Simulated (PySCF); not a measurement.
# B(H2O)H3 (BH5O): electronic structure in real space

For B(H2O)H3 (BH5O), the scripts below see where an electron leaves and enters and measure its response to a uniform field.

Computed with PySCF 2.14.0. Level: levels as typed in each script, gas phase, geometry from GFN2-xTB.

### 1 Where the work starts

7 atoms, charge 0, spin multiplicity 1.

Bond lengths: B1–O2 1.700 Å, B1–H5 1.182 Å, B1–H6 1.191 Å, B1–H7 1.183 Å, O2–H3 0.963 Å, O2–H4 0.962 Å. Angles: O2–B1–H5 103.7°, O2–B1–H6 104.3°, O2–B1–H7 103.7°, H5–B1–H6 114.2°, H5–B1–H7 114.8°, H6–B1–H7 114.2°, B1–O2–H3 102.2°, B1–O2–H4 102.2°, H3–O2–H4 109.6°.

As a file:

```
B    -0.9216    0.0002    0.0118
O     0.7738    0.0000   -0.1169
H     1.0160   -0.7863    0.3832
H     1.0159    0.7862    0.3819
H    -1.2440    0.9951   -0.5379
H    -1.1267    0.0013    1.1852
H    -1.2438   -0.9972   -0.5363
```

### 2 Removing and adding an electron (PBE/def2-svp)

File input.py:

```python
import numpy as np
from pyscf import gto, scf, dft
from pyscf.scf import atom_ks, atom_hf
from scipy.linalg import block_diag

def solve(mol, dm0=None, hcore=None):
    mf = (dft.UKS if mol.spin else dft.RKS)(mol, xc='pbe')
    mf.grids.level = 3
    mf = mf.density_fit(auxbasis='def2-universal-jkfit')
    mf.conv_tol, mf.max_cycle = 1e-8, 80
    if hcore is not None:
        mf.get_hcore = lambda *args: hcore
    mf.kernel(dm0)
    if not mf.converged:
        mf = mf.newton().run(mf.mo_coeff, mf.mo_occ, max_cycle=30)
    assert mf.converged, 'SCF not converged'
    return mf

mol = gto.M(atom='''
B     -0.92159     0.00017     0.01180
O      0.77383     0.00001    -0.11690
H      1.01605    -0.78635     0.38323
H      1.01587     0.78622     0.38194
H     -1.24402     0.99510    -0.53791
H     -1.12675     0.00131     1.18525
H     -1.24380    -0.99723    -0.53627
''', basis='def2-svp', charge=0, spin=0, verbose=4)
mf = solve(mol)
out = dict(e0=mf.e_tot, dm0=mf.make_rdm1(), c=mf.mo_coeff, occ=mf.mo_occ, eps=mf.mo_energy)
for name, dq, spin in [('cation', 1, 1), ('anion', -1, 1)]:
    ion = mol.copy().set(charge=mol.charge + dq, spin=spin).build()
    mi = solve(ion)
    if spin and dq > 0 and mol.nao < 130:
        c, _, stable, _ = mi.stability(return_status=True)
        if not stable:
            mi = solve(ion, mi.make_rdm1(c, mi.mo_occ))
    print(name, 'vertical energy change / eV', (mi.e_tot - mf.e_tot) * 27.211386)
    out.update({'e_' + name: mi.e_tot, 'dm_' + name: mi.make_rdm1(), 's2_' + name: mi.spin_square()[0], 'eps_' + name: mi.mo_energy, 'occ_' + name: mi.mo_occ})
# spherically averaged free atoms, for the promolecule
atm = atom_ks.get_atm_nrks(mol, xc='pbe')
pro = block_diag(*[(atm[a[0]][2] * atm[a[0]][3]) @ atm[a[0]][2].T for a in mol._atom])
np.savez('result.npz', pro=pro, **out)
```

Run with:

```console
> OMP_NUM_THREADS=1 python input.py
```

### 4 Response to an electric field (TPSS/def2-svpd)

File input.py:

```python
import numpy as np
from pyscf import gto, scf, dft
from pyscf.scf import atom_ks, atom_hf
from scipy.linalg import block_diag

def solve(mol, dm0=None, hcore=None):
    mf = (dft.UKS if mol.spin else dft.RKS)(mol, xc='tpss')
    mf.grids.level = 3
    mf = mf.density_fit(auxbasis='def2-universal-jkfit')
    mf.conv_tol, mf.max_cycle = 1e-8, 80
    if hcore is not None:
        mf.get_hcore = lambda *args: hcore
    mf.kernel(dm0)
    if not mf.converged:
        mf = mf.newton().run(mf.mo_coeff, mf.mo_occ, max_cycle=30)
    assert mf.converged, 'SCF not converged'
    return mf

mol = gto.M(atom='''
B     -0.92159     0.00017     0.01180
O      0.77383     0.00001    -0.11690
H      1.01605    -0.78635     0.38323
H      1.01587     0.78622     0.38194
H     -1.24402     0.99510    -0.53791
H     -1.12675     0.00131     1.18525
H     -1.24380    -0.99723    -0.53627
''', basis='def2-svpd', charge=0, spin=0, verbose=4)
field = np.array([-0.004, -0.0, -0.0])  # atomic units
mol.set_common_orig(mol.atom_charges() @ mol.atom_coords() / mol.atom_charges().sum())
mf = solve(mol)
out = dict(dm0=mf.make_rdm1(), d0=mf.dip_moment(unit='AU'), e0=mf.e_tot)
for name, sign in (('p', 1), ('m', -1)):
    h = mf.get_hcore() + sign * np.einsum('x,xij->ij', field, mol.intor('int1e_r'))
    mi = solve(mol, mf.make_rdm1(), h)
    out.update({'dm' + name: mi.make_rdm1(), 'd' + name: mi.dip_moment(unit='AU'), 'e' + name: mi.e_tot})
# spherically averaged free atoms, for the promolecule
atm = atom_ks.get_atm_nrks(mol, xc='tpss')
pro = block_diag(*[(atm[a[0]][2] * atm[a[0]][3]) @ atm[a[0]][2].T for a in mol._atom])
np.savez('result.npz', pro=pro, **out)
```

(Steps that only read results are left out.)

What does the calculation give? Wanted: vertical ionisation energy; vertical electron affinity; polarisability along the field.

As calculated:

| quantity | value |
| --- | --- |
| vertical ionisation energy (PBE/def2-svp) | 10.67 eV |
| vertical electron affinity (PBE/def2-svp) | -2.03 eV |
| polarisability along the field (TPSS/def2-svpd) | 27.7 bohr³ |

The ionisation energy from two SCF runs, 10.67 eV, lies 4.1 eV above −ε(HOMO) = 6.61 eV of the same level, PBE/def2-svp, since self-interaction lifts this functional's HOMO. All values hold at the given geometry, in the gas phase.
